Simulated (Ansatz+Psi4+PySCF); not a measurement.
A calculation with Ansatz (development build ahead of 0.2.0).

```yaml
crystal:
  periodic: [false, false, false]
  atoms:
    - { symbol: C, position_ang: [0.00376, -0.01701, 0.02442] }
    - { symbol: H, position_ang: [0.61645, 0.60208, 0.62623] }
    - { symbol: H, position_ang: [-0.60924, -0.65099, 0.624] }
    - { symbol: H, position_ang: [0.63131, -0.64939, -0.65112] }
    - { symbol: H, position_ang: [-0.61485, 0.61003, -0.6109] }
basis:
  gaussian: { orbitals: cc-pVTZ }
total_charge: 1
magnetization:
  spin_polarized: true
  initial_magnetization: 1
hamiltonian:
  xc: hf
correlation:
  method: mp2
  frozen_orbitals: { C: 1, H: 0 }
scf:
  omitted_lower_state_checks: [stability, starts, atomic_configurations, cluster_reference, orbital_swaps, given_window_search, neighbouring_geometries, increment]
```

The input is written out in the form of the current development build from the run's settings.

The run gave:

```json
{
  "Converged": "yes",
  "Reference energy": "-39.73309 hartree",
  "Correlation energy": "-0.15656 hartree",
  "Total energy": "-39.88965 hartree",
  "Spin squared of the determinant": "0.759"
}
```

Caution: large amplitudes, a single reference is doubtful; MP2 on this radical cation hangs on the determinant chosen.
